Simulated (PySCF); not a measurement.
dimethylamine cation (C2H7N), SMILES CNC (connectivity only; charge and spin as stated), charge +1, multiplicity 2.

Geometry: B3LYP-D3(BJ)/def2-TZVP. The spin state was assumed, not searched.

Computed with TDA-PBE/def2-SVPD in PySCF.

Vertical excitations. Isolated molecule, no solvent.

Computed UV-visible absorptions:
```
state    energy (eV)  λ (nm)      f           main pairs
-------  -----------  ------  -----  -------------------
root 1          4.41     281  0.000    β HOMO→LUMO 100 %
root 2          4.52     274  0.002  β HOMO−1→LUMO 100 %
root 3          5.29     234  0.215   β HOMO−2→LUMO 98 %
root 4          6.58     188  0.000   β HOMO−4→LUMO 99 %
root 5          6.63     187  0.013   β HOMO−3→LUMO 95 %
root 6          7.65     162  0.002     α HOMO→LUMO 99 %
root 7          8.01     155  0.015   β HOMO−5→LUMO 97 %
root 8          8.87     140  0.017   α HOMO→LUMO+1 98 %
root 9          9.25     134  0.004   α HOMO→LUMO+2 99 %
root 10         9.33     133  0.000   α HOMO→LUMO+3 99 %
```
Unrestricted roots are not spin-pure.
